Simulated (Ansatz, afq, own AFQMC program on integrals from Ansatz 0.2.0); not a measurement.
Two steps: Ansatz 0.2.0 writes the Fock matrix and Cholesky factors of the valence space, and afq projects on them the lowest state that overlaps trial and start.

```yaml
crystal:
  periodic: [false, false, false]
  atoms:
    - {symbol: B, position_ang: [-0.567621, 0.000000, 0.477185]}
    - {symbol: C, position_ang: [0.487379, 0.000000, -0.538064]}
    - {symbol: H, position_ang: [0.280565, 0.000000, 1.293413]}
basis:
  gaussian: {orbitals: 6-31G}
magnetization: {spin_polarized: false}
correlation: {method: ccsd_t, electrons: outside_noble_gas, hamiltonian_folder: ham}
```

```sh
$ ansatz run in.yaml --threads 1 --pin off --events-out ev --progress --plain --max-ram 16896MiB --backend cuda --devices 0, --max-vram 18GiB
```

afq runs on the folder ham with

```
--method phaseless --trial cisd --walkers 4000 --populations 20 --least-time 60 --time-step 0.005 --steps-per-block 50 --equilibration-blocks 28 --max-blocks 4000 --target-error 0.00017 --factor-cut 1e-05 --seed 3837 --release-times 0.24,0.51,0.99,1.62,2.4 --release-step 0.03 --release-every 3 --taylor-order 6
```

Times are imaginary, in 1/Eh. The walk had a cap of 122 s. With eight or more populations the least sampling time is a fifth of least-time, and the error comes from their spread.

Log:

```
orbitals 18  electrons 4 4  factors 118 of 285
reference energy -62.79604151 Eh
CCSD correlation -0.18552671 Eh in 15 cycles, weight of the determinant in the CISD state 0.7060
energy of the start -62.981580 Eh
 block  time / (1/Eh)  mean weight  energy / Eh
     1     0.250  0.9999  -62.979895
     2     0.500  1.0001  -62.981253
     3     0.750  1.0000  -62.983684
     4     1.000  1.0002  -62.984773
     5     1.250  1.0001  -62.986613
    10     2.500  0.9999  -62.991741
    31     7.750  1.0000  -62.994857
    56    14.000  1.0000  -62.993569
    81    20.250  0.9999  -62.993312
   106    26.500  1.0002  -62.993694
   116    29.000  0.9999  -62.990582
   126    31.500  1.0000  -62.996397
   131    32.750  1.0001  -62.994344
   156    39.000  1.0003  -62.991665
   181    45.250  1.0000  -62.995383
   206    51.500  1.0001  -62.991167
   231    57.750  0.9998  -62.992848
   236    59.000  1.0001  -62.993857
error from the spread of 20 populations
released: time / (1/Eh)  energy / Eh  error  mean overlap
  0.24  -62.994248  0.000135  1.0006
  0.51  -62.995000  0.000157  0.9998
  0.99  -62.995883  0.000126  0.9980
  1.62  -62.996534  0.000187  0.9981
  2.40  -62.996779  0.000170  1.0034
energy -62.993508 +/- 0.000161 Eh
(rows thinned)
```

The run passed its tests (sampling time, drift between the halves within three errors, error under three times the target), which doesn't prove that it has relaxed. The second half of the sampling lies above the first by 2.1 errors of their difference, so the energy may still be moving and its error bar be too small.

Against this walk (error 4.4 meV) on the same determinant: CCSD(T) 138.8 meV lower, CCSDT(Q) 153.1 meV lower, CCSDTQ 122.6 meV lower, full CI 128.2 meV lower. The error is statistical and leaves out the bias of the constraint. The released energies are still falling (meV from the phaseless value at times in 1/Eh: -20 ± 4 at 0.24, -41 ± 4 at 0.51, -65 ± 3 at 0.99, -82 ± 5 at 1.62, -89 ± 5 at 2.40), so they give no level; they do show a bias of the constraint, and the last of them that isn't too noisy lies 39 meV above full CI. Full CI is exact here, so the walk's 128 meV above it is the walk's own error: the bias of the constraint with this trial, or a walk that hasn't relaxed. The determinant is a poor start (see the cautions), so the low cluster orders aren't to be relied on, and full CI is the sure value.

Cautions: constraint bias not in the error; higher spins were not checked; restricted determinant unstable towards unrestricted (UHF 1.98 eV lower, ⟨S²⟩ 1.31); strong correlation (T1 0.112, weight of the determinant 0.71, largest double 0.22); (T) is large, 9 % of the CCSD correlation; CCSDTQ on the UHF determinant differs (349 meV lower), perhaps since the unrestricted series falls towards higher spin.

The walk took 52 s on 1 × NVIDIA H100 80GB HBM3 with 2 threads of AMD EPYC 7R13 Processor (Zen 3) (shared host) (the card was shared). The log's last line is the phaseless energy.

CCSDT and higher add their correlation energy to the determinant of the CCSD(T) run, since their own runs factorise the integrals more tightly (a shift of under 2 meV). A walk keeps the symmetry of its determinant, which the program's search chose and which needn't be the lowest solution, so a lower state of the same spin and another symmetry isn't excluded.
